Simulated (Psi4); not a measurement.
# Which level was it?

MgH2S2: 5 atoms, total charge 0, spin state singlet. As SMILES, `[SH][Mg][SH]`. The shape was relaxed beforehand at PBE0/def2-TZVP.

```xyz
5

S    -2.0319    0.8925   -0.7329
Mg   -0.1354    0.2155    0.3443
S     1.7489   -0.4449    1.4526
H    -2.2013   -0.3093   -1.3128
H     2.5477   -0.0685    0.4379
```

Orbital energies are those of the mean-field step.

A calculation with Psi4 1.11 gave:

* total energy: -997.7007 Eh
* dipole moment: 0.89 D
* HOMO energy: -6.38 eV
* LUMO energy: -1.74 eV
* HOMO–LUMO gap: 4.64 eV

Which of these levels gave the numbers?
A. CCSD(T)/def2-TZVPP (density fitting, density fitting for correlation)
B. PBE0-D4/def2-TZVP (density fitting)
C. r2SCAN-D4/def2-TZVPP (density fitting)
D. PBE-D4/def2-TZVPP (density fitting)

C. The others give -996.5746 Eh (CCSD(T)/def2-TZVPP (density fitting, density fitting for correlation)), -997.3128 Eh (PBE-D4/def2-TZVPP (density fitting)), -997.3966 Eh (PBE0-D4/def2-TZVP (density fitting)).
